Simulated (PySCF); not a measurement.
Species: C-cyanomethanimine, C₂H₂N₂.
SMILES with atom numbers: `[H]/[N:2]=[CH:3]\[C:4]#[N:5]`

A calculation gives these core lines: C 1s: 293.07 (area 1), 294.04 (area 1) eV; N 1s: 406.05 (area 1), 406.05 (area 1) eV.

Computed with delta-SCF UKS SCAN, pcX-2 on the ionised atom, pcseg-1 elsewhere, spin-free X2C in PySCF 2.14.0. Isolated species at its GFN2-xTB geometry, gas phase.

(1) Order the carbon atoms by C 1s binding energy.

Results:

(1) 293.07 eV: C4 (nitrile carbon); 294.04 eV: C3 (imine carbon). The listed C 1s values span 0.97 eV, from C4 (bonded to N (triple bond) and C) to C3 (bonded to N (double bond), C and H).

Bonded neighbours of each site: N2: C (double bond) and H; C3: N (double bond), C and H; C4: N (triple bond) and C; N5: C (triple bond).

Task: Which effective nuclear charge Zeff reproduces each element's mean 1s value in the hydrogen-like formula E = 13.606 eV × Zeff²?

Result: C (Z = 6): mean 293.6 eV, Zeff = 4.64, Z − Zeff = 1.36; N (Z = 7): mean 406.0 eV, Zeff = 5.46, Z − Zeff = 1.54. Means run over the listed sites, weighted by atom count.

The unrestricted hole states depart most from a pure doublet (⟨S²⟩ = 0.75; over 0.85 named) for C 1s of C3 (0.87), which makes this value less certain.
